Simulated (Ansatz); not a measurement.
CH3, doublet: up the ladder of correlation methods

Program: Ansatz, Gaussian basis, development build; BCCD by scripts on PySCF. Basis STO-3G, 1 core orbital frozen, nonrelativistic. Perturbation and coupled-cluster methods stand on the Hartree–Fock determinant that coupled cluster favours (restricted); RHF here means ROHF, with semicanonical perturbation theory. The state met can differ between shapes. Small basis; these aren't basis-limit values.

Shape A:

```json
{"atom": "C", "x (Å)": "0.0000", "y (Å)": "0.0000", "z (Å)": "0.0000"}
{"atom": "H", "x (Å)": "0.0000", "y (Å)": "0.9711", "z (Å)": "0.0000"}
{"atom": "H", "x (Å)": "0.9340", "y (Å)": "-0.5400", "z (Å)": "0.0000"}
{"atom": "H", "x (Å)": "-0.9340", "y (Å)": "-0.5400", "z (Å)": "0.0000"}
```

Shape B. A bond is stretched, to 1.73 times the sum of the covalent radii.

```xyz
4

C     0.0000    0.0000    0.0000
H     0.0000    1.8559    0.0000
H     0.9340   -0.5400    0.0000
H    -0.9340   -0.5400    0.0000
```

Shape C. A bond is stretched, to 1.28 times the sum of the covalent radii.

```xyz
4

C     0.0000    0.0000    0.0000
H     0.0000    1.3703    0.0000
H     0.9340   -0.5400    0.0000
H    -0.9340   -0.5400    0.0000
```

Correlation energy of CCSD(T), then each method's total less that of CCSD(T), in eV:

```
case  E corr CCSD(T)    CCSD    BCCD  BCCD(T)  determinant
   A          -1.585  +0.003  +0.003    0.000            –
   B          -3.465  +0.022  +0.020    0.000            –
   C          -2.105  +0.006  +0.006    0.000            –
```

Give full CI less CCSD(T). Is CCSD(T) good to 1 kcal/mol?

A: -0.001 eV (within); B: -0.008 eV (within); C: -0.004 eV (within).
